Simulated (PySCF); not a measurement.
Molecule: `InChI=1S/C4H6N2/c1-6-3-2-5-4-6/h2-4H,1H3`.

Bonds (- single, = double, # triple, : aromatic): C1-N2 1.439 Å, N2:C3 1.373 Å, C3:C4 1.376 Å, C4:N5 1.365 Å, N5:C6 1.309 Å, C6:N2 1.362 Å. C1 carries H7, H8, H9; C3 carries H10; C4 carries H11; C6 carries H12.

Geometry PBE0-D3(BJ)/def2-SVP throughout; GIAO in PySCF 2.14.0 with density-fitted response routines, gas phase, one conformer, non-relativistic; equivalent atoms averaged; functional PBE0.

For orientation, aug-cc-pVDZ gives these shifts δ (against TMS, NH3 at the same level): C6 135.5, C4 130.7, C1 31.9, N5 279.2, N2 170.8, H11 7.35, H12 7.30, H10 7.02, H7/H8/H9 3.68 ppm.

A run gave: C6 133.2, C4 129.6, C1 32.3, N5 283.0, N2 173.3, H11 7.03, H12 6.92, H10 6.67, H7/H8/H9 3.41 ppm (shifts δ (against TMS, NH3 at the same level)).

Task: Which basis set was used in that run?
A. IGLO-III
B. cc-pVDZ
C. cc-pVTZ
D. pcSseg-0

Result: B. C4 tells them apart best: cc-pVDZ gives 129.6, pcSseg-0 gives 144.3, IGLO-III gives 140.2, cc-pVTZ gives 135.8 ppm.
